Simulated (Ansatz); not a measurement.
**Molecular dynamics of C₂H₆FO**

Input file:

```yaml
crystal:
  periodic: [false, false, false]
  atoms:
    - { symbol: H, position_ang: [-0.65314, -0.472485, -0.197563] }
    - { symbol: O, position_ang: [0.206051, -1.21497, 0.33537] }
    - { symbol: C, position_ang: [1.245407, -0.408547, 0.770643] }
    - { symbol: C, position_ang: [-1.309547, 0.455653, -0.786661] }
    - { symbol: F, position_ang: [-0.476604, 1.522479, -0.924681] }
    - { symbol: H, position_ang: [1.013788, 0.206997, 1.677659] }
    - { symbol: H, position_ang: [2.093293, -1.084736, 1.042356] }
    - { symbol: H, position_ang: [1.644287, 0.273717, -0.021663] }
    - { symbol: H, position_ang: [-1.594694, 0.029454, -1.771708] }
    - { symbol: H, position_ang: [-2.168941, 0.692538, -0.123855] }
magnetization:
  spin_polarized: true
  initial_magnetization: 1
basis:
  gaussian: { orbitals: def2-SVP }
hamiltonian:
  xc: pbe
  dispersion: d4
md:
  timestep: 0.5
  n_steps: 200
  ensemble: nve
  temperature: 100.0
  initial_velocities: maxwell_boltzmann
  seed: 10105
```

Launched with:

```bash
$ ansatz run input.yaml --threads 2 --pin off --max-ram 3072MiB --backend cpu --events-out ev --progress --plain --runs-dir out
```

It starts at the highest image of a converged band, a first-order saddle point between two minima.

Output, in part (one step line in 3, the closing report, with atoms numbered from 0):

```
md step     0: t =     0.00 fs  T =   100.0 K  F+E_penalty+E_count = -6919.94268297 eV  E_kin = 0.103408 eV  conserved = -6919.83927497 eV  (44 SCF iters)
md step     3: t =     1.50 fs  T =    83.9 K  F+E_penalty+E_count = -6919.92583363 eV  E_kin = 0.086756 eV  conserved = -6919.83907800 eV  (33 SCF iters)
md step     6: t =     3.00 fs  T =    57.9 K  F+E_penalty+E_count = -6919.89876024 eV  E_kin = 0.059892 eV  conserved = -6919.83886834 eV  (32 SCF iters)
md step     9: t =     4.50 fs  T =    47.1 K  F+E_penalty+E_count = -6919.88764481 eV  E_kin = 0.048690 eV  conserved = -6919.83895509 eV  (33 SCF iters)
md step    12: t =     6.00 fs  T =    44.0 K  F+E_penalty+E_count = -6919.88448185 eV  E_kin = 0.045474 eV  conserved = -6919.83900779 eV  (34 SCF iters)
md step    15: t =     7.50 fs  T =    44.7 K  F+E_penalty+E_count = -6919.88505699 eV  E_kin = 0.046250 eV  conserved = -6919.83880711 eV  (33 SCF iters)
md step    18: t =     9.00 fs  T =    71.0 K  F+E_penalty+E_count = -6919.91229069 eV  E_kin = 0.073469 eV  conserved = -6919.83882202 eV  (35 SCF iters)
md step    21: t =    10.50 fs  T =   119.6 K  F+E_penalty+E_count = -6919.96290427 eV  E_kin = 0.123718 eV  conserved = -6919.83918597 eV  (34 SCF iters)
md step    24: t =    12.00 fs  T =   148.8 K  F+E_penalty+E_count = -6919.99326363 eV  E_kin = 0.153825 eV  conserved = -6919.83943867 eV  (33 SCF iters)
md step    27: t =    13.50 fs  T =   132.6 K  F+E_penalty+E_count = -6919.97643880 eV  E_kin = 0.137129 eV  conserved = -6919.83930996 eV  (33 SCF iters)
md step    30: t =    15.00 fs  T =   102.1 K  F+E_penalty+E_count = -6919.94428587 eV  E_kin = 0.105563 eV  conserved = -6919.83872240 eV  (33 SCF iters)
md step    33: t =    16.50 fs  T =   118.4 K  F+E_penalty+E_count = -6919.96169589 eV  E_kin = 0.122483 eV  conserved = -6919.83921262 eV  (33 SCF iters)
md step    36: t =    18.00 fs  T =   133.7 K  F+E_penalty+E_count = -6919.97779247 eV  E_kin = 0.138296 eV  conserved = -6919.83949684 eV  (34 SCF iters)
md step    39: t =    19.50 fs  T =   111.2 K  F+E_penalty+E_count = -6919.95398941 eV  E_kin = 0.114991 eV  conserved = -6919.83899804 eV  (34 SCF iters)
md step    42: t =    21.00 fs  T =    99.0 K  F+E_penalty+E_count = -6919.94130626 eV  E_kin = 0.102415 eV  conserved = -6919.83889165 eV  (34 SCF iters)
md step    45: t =    22.50 fs  T =   114.9 K  F+E_penalty+E_count = -6919.95780157 eV  E_kin = 0.118825 eV  conserved = -6919.83897706 eV  (34 SCF iters)
md step    48: t =    24.00 fs  T =   147.3 K  F+E_penalty+E_count = -6919.99150095 eV  E_kin = 0.152284 eV  conserved = -6919.83921663 eV  (34 SCF iters)
md step    51: t =    25.50 fs  T =   163.2 K  F+E_penalty+E_count = -6920.00841908 eV  E_kin = 0.168770 eV  conserved = -6919.83964897 eV  (32 SCF iters)
md step    54: t =    27.00 fs  T =   134.0 K  F+E_penalty+E_count = -6919.97744431 eV  E_kin = 0.138566 eV  conserved = -6919.83887825 eV  (32 SCF iters)
md step    57: t =    28.50 fs  T =   141.1 K  F+E_penalty+E_count = -6919.98497149 eV  E_kin = 0.145945 eV  conserved = -6919.83902612 eV  (33 SCF iters)
md step    60: t =    30.00 fs  T =   172.6 K  F+E_penalty+E_count = -6920.01808042 eV  E_kin = 0.178454 eV  conserved = -6919.83962622 eV  (33 SCF iters)
md step    63: t =    31.50 fs  T =   159.5 K  F+E_penalty+E_count = -6920.00402522 eV  E_kin = 0.164906 eV  conserved = -6919.83911914 eV  (33 SCF iters)
md step    66: t =    33.00 fs  T =   146.8 K  F+E_penalty+E_count = -6919.99063192 eV  E_kin = 0.151789 eV  conserved = -6919.83884312 eV  (34 SCF iters)
md step    69: t =    34.50 fs  T =   169.7 K  F+E_penalty+E_count = -6920.01457915 eV  E_kin = 0.175527 eV  conserved = -6919.83905176 eV  (34 SCF iters)
md step    72: t =    36.00 fs  T =   199.2 K  F+E_penalty+E_count = -6920.04563798 eV  E_kin = 0.205945 eV  conserved = -6919.83969345 eV  (32 SCF iters)
md step    75: t =    37.50 fs  T =   173.5 K  F+E_penalty+E_count = -6920.01858366 eV  E_kin = 0.179414 eV  conserved = -6919.83917014 eV  (31 SCF iters)
md step    78: t =    39.00 fs  T =   159.6 K  F+E_penalty+E_count = -6920.00376195 eV  E_kin = 0.165086 eV  conserved = -6919.83867582 eV  (32 SCF iters)
md step    81: t =    40.50 fs  T =   199.6 K  F+E_penalty+E_count = -6920.04610372 eV  E_kin = 0.206370 eV  conserved = -6919.83973405 eV  (32 SCF iters)
md step    84: t =    42.00 fs  T =   191.9 K  F+E_penalty+E_count = -6920.03762837 eV  E_kin = 0.198419 eV  conserved = -6919.83920964 eV  (32 SCF iters)
md step    87: t =    43.50 fs  T =   177.4 K  F+E_penalty+E_count = -6920.02217733 eV  E_kin = 0.183446 eV  conserved = -6919.83873174 eV  (33 SCF iters)
md step    90: t =    45.00 fs  T =   211.1 K  F+E_penalty+E_count = -6920.05754488 eV  E_kin = 0.218329 eV  conserved = -6919.83921546 eV  (33 SCF iters)
md step    93: t =    46.50 fs  T =   233.9 K  F+E_penalty+E_count = -6920.08189546 eV  E_kin = 0.241892 eV  conserved = -6919.84000311 eV  (32 SCF iters)
md step    96: t =    48.00 fs  T =   178.8 K  F+E_penalty+E_count = -6920.02369916 eV  E_kin = 0.184857 eV  conserved = -6919.83884219 eV  (33 SCF iters)
md step    99: t =    49.50 fs  T =   163.1 K  F+E_penalty+E_count = -6920.00775369 eV  E_kin = 0.168692 eV  conserved = -6919.83906151 eV  (31 SCF iters)
md step   102: t =    51.00 fs  T =   173.6 K  F+E_penalty+E_count = -6920.01928567 eV  E_kin = 0.179546 eV  conserved = -6919.83973972 eV  (32 SCF iters)
md step   105: t =    52.50 fs  T =   133.6 K  F+E_penalty+E_count = -6919.97699655 eV  E_kin = 0.138104 eV  conserved = -6919.83889214 eV  (33 SCF iters)
md step   108: t =    54.00 fs  T =   127.1 K  F+E_penalty+E_count = -6919.97002657 eV  E_kin = 0.131436 eV  conserved = -6919.83859083 eV  (27 SCF iters)
md step   111: t =    55.50 fs  T =   187.3 K  F+E_penalty+E_count = -6920.03322477 eV  E_kin = 0.193724 eV  conserved = -6919.83950098 eV  (31 SCF iters)
md step   114: t =    57.00 fs  T =   212.6 K  F+E_penalty+E_count = -6920.05966837 eV  E_kin = 0.219821 eV  conserved = -6919.83984703 eV  (33 SCF iters)
md step   117: t =    58.50 fs  T =   189.4 K  F+E_penalty+E_count = -6920.03446523 eV  E_kin = 0.195899 eV  conserved = -6919.83856604 eV  (33 SCF iters)
md step   120: t =    60.00 fs  T =   222.9 K  F+E_penalty+E_count = -6920.07043642 eV  E_kin = 0.230497 eV  conserved = -6919.83993921 eV  (33 SCF iters)
md step   123: t =    61.50 fs  T =   197.7 K  F+E_penalty+E_count = -6920.04391979 eV  E_kin = 0.204448 eV  conserved = -6919.83947162 eV  (33 SCF iters)
md step   126: t =    63.00 fs  T =   140.4 K  F+E_penalty+E_count = -6919.98388308 eV  E_kin = 0.145207 eV  conserved = -6919.83867584 eV  (33 SCF iters)
md step   129: t =    64.50 fs  T =   142.7 K  F+E_penalty+E_count = -6919.98663624 eV  E_kin = 0.147546 eV  conserved = -6919.83909050 eV  (33 SCF iters)
md step   132: t =    66.00 fs  T =   155.8 K  F+E_penalty+E_count = -6920.00100229 eV  E_kin = 0.161096 eV  conserved = -6919.83990603 eV  (33 SCF iters)
md step   135: t =    67.50 fs  T =   121.7 K  F+E_penalty+E_count = -6919.96430967 eV  E_kin = 0.125866 eV  conserved = -6919.83844397 eV  (33 SCF iters)
md step   138: t =    69.00 fs  T =   166.9 K  F+E_penalty+E_count = -6920.01223910 eV  E_kin = 0.172608 eV  conserved = -6919.83963106 eV  (32 SCF iters)
md step   141: t =    70.50 fs  T =   191.6 K  F+E_penalty+E_count = -6920.03794014 eV  E_kin = 0.198144 eV  conserved = -6919.83979574 eV  (32 SCF iters)
md step   144: t =    72.00 fs  T =   154.7 K  F+E_penalty+E_count = -6919.99877306 eV  E_kin = 0.160008 eV  conserved = -6919.83876480 eV  (32 SCF iters)
md step   147: t =    73.50 fs  T =   162.7 K  F+E_penalty+E_count = -6920.00741815 eV  E_kin = 0.168291 eV  conserved = -6919.83912747 eV  (33 SCF iters)
md step   150: t =    75.00 fs  T =   175.6 K  F+E_penalty+E_count = -6920.02162305 eV  E_kin = 0.181539 eV  conserved = -6919.84008390 eV  (32 SCF iters)
md step   153: t =    76.50 fs  T =   112.7 K  F+E_penalty+E_count = -6919.95525848 eV  E_kin = 0.116583 eV  conserved = -6919.83867523 eV  (33 SCF iters)
md step   156: t =    78.00 fs  T =   114.0 K  F+E_penalty+E_count = -6919.95700603 eV  E_kin = 0.117851 eV  conserved = -6919.83915530 eV  (32 SCF iters)
md step   159: t =    79.50 fs  T =   140.4 K  F+E_penalty+E_count = -6919.98509114 eV  E_kin = 0.145151 eV  conserved = -6919.83993991 eV  (30 SCF iters)
md step   162: t =    81.00 fs  T =   101.6 K  F+E_penalty+E_count = -6919.94379177 eV  E_kin = 0.105058 eV  conserved = -6919.83873404 eV  (32 SCF iters)
md step   165: t =    82.50 fs  T =   114.3 K  F+E_penalty+E_count = -6919.95703137 eV  E_kin = 0.118171 eV  conserved = -6919.83886000 eV  (33 SCF iters)
md step   168: t =    84.00 fs  T =   163.6 K  F+E_penalty+E_count = -6920.00933620 eV  E_kin = 0.169221 eV  conserved = -6919.84011555 eV  (32 SCF iters)
md step   171: t =    85.50 fs  T =   128.3 K  F+E_penalty+E_count = -6919.97173026 eV  E_kin = 0.132624 eV  conserved = -6919.83910643 eV  (33 SCF iters)
md step   174: t =    87.00 fs  T =   118.4 K  F+E_penalty+E_count = -6919.96123210 eV  E_kin = 0.122390 eV  conserved = -6919.83884178 eV  (32 SCF iters)
md step   177: t =    88.50 fs  T =   154.2 K  F+E_penalty+E_count = -6919.99965692 eV  E_kin = 0.159475 eV  conserved = -6919.84018157 eV  (31 SCF iters)
md step   180: t =    90.00 fs  T =   105.4 K  F+E_penalty+E_count = -6919.94781139 eV  E_kin = 0.108966 eV  conserved = -6919.83884519 eV  (33 SCF iters)
md step   183: t =    91.50 fs  T =    94.9 K  F+E_penalty+E_count = -6919.93678795 eV  E_kin = 0.098150 eV  conserved = -6919.83863806 eV  (27 SCF iters)
md step   186: t =    93.00 fs  T =   146.0 K  F+E_penalty+E_count = -6919.99099269 eV  E_kin = 0.150976 eV  conserved = -6919.84001703 eV  (33 SCF iters)
md step   189: t =    94.50 fs  T =   122.6 K  F+E_penalty+E_count = -6919.96602166 eV  E_kin = 0.126738 eV  conserved = -6919.83928385 eV  (33 SCF iters)
md step   192: t =    96.00 fs  T =   107.4 K  F+E_penalty+E_count = -6919.94980098 eV  E_kin = 0.111092 eV  conserved = -6919.83870908 eV  (32 SCF iters)
md step   195: t =    97.50 fs  T =   148.8 K  F+E_penalty+E_count = -6919.99402970 eV  E_kin = 0.153916 eV  conserved = -6919.84011417 eV  (32 SCF iters)
md step   198: t =    99.00 fs  T =   112.4 K  F+E_penalty+E_count = -6919.95528773 eV  E_kin = 0.116229 eV  conserved = -6919.83905862 eV  (32 SCF iters)
md step   200: t =   100.00 fs  T =    89.7 K  F+E_penalty+E_count = -6919.93139440 eV  E_kin = 0.092801 eV  conserved = -6919.83859390 eV  (30 SCF iters)
Total energy: -6919.93142438 eV, -254.3027893480 hartree
Atom 0 at    -0.118768    -1.210718    -0.218256 Å, force     1.004203    -1.124323     1.390347 eV/Å
Atom 1 at     0.514498    -1.581697     0.503930 Å, force    -1.507809     0.820770    -1.792719 eV/Å
Atom 2 at     1.274875    -0.433915     0.812455 Å, force    -0.062294    -0.367208    -0.081719 eV/Å
Atom 3 at    -1.667128     0.882296    -0.975368 Å, force    -0.033789     0.032580     0.526104 eV/Å
Atom 4 at    -0.510160     1.559373    -0.966706 Å, force    -0.029617    -0.030376    -0.125763 eV/Å
Atom 5 at     0.622604     0.385151     1.151974 Å, force    -0.037311     0.553300     0.178214 eV/Å
Atom 6 at     1.939567    -0.709460     1.644110 Å, force     0.358442     0.065105     0.149166 eV/Å
Atom 7 at     1.868596    -0.077178    -0.062303 Å, force     0.184775     0.131444     0.143555 eV/Å
Atom 8 at    -2.021452     0.533628    -1.959318 Å, force    -0.003818     0.062632     0.018969 eV/Å
Atom 9 at    -2.309490     1.067947    -0.083941 Å, force     0.127219    -0.143925    -0.406154 eV/Å
Dipole moment:    -0.332429     0.301884    -0.208424 e Å
```

All steps were run. The conserved energy stayed within 0.1 meV per atom of its start (net change 0.068 meV per atom), so the integration is sound. The system heated up, since it started high on the potential surface and ran downhill. A run of 0.1 ps of so small a system gives no equilibrium averages.

The step under study would form H1–C4 and break H1–O2. These pairs go: H1–C4 1.28 → 2.71 Å, H1–O2 1.25 → 1.03 Å. In the last frame they stand as before the step (other bonds may differ from the relaxed reactants and products). It ends as CH2F + CH4O. Pairs count as bonded within 1.25 times the sum of covalent radii (0.12 Å more for H–H).

Last frame:

```xyz
10
Properties=species:S:1:pos:R:3
H -0.119 -1.211 -0.218
O 0.514 -1.582 0.504
C 1.275 -0.434 0.812
C -1.667 0.882 -0.975
F -0.510 1.559 -0.967
H 0.623 0.385 1.152
H 1.940 -0.710 1.644
H 1.869 -0.077 -0.062
H -2.022 0.534 -1.959
H -2.309 1.068 -0.084
```

Time of the run: 5.6 min on 2 threads of Arm Neoverse V2, with other jobs on the host, peak memory 0.13 GiB.
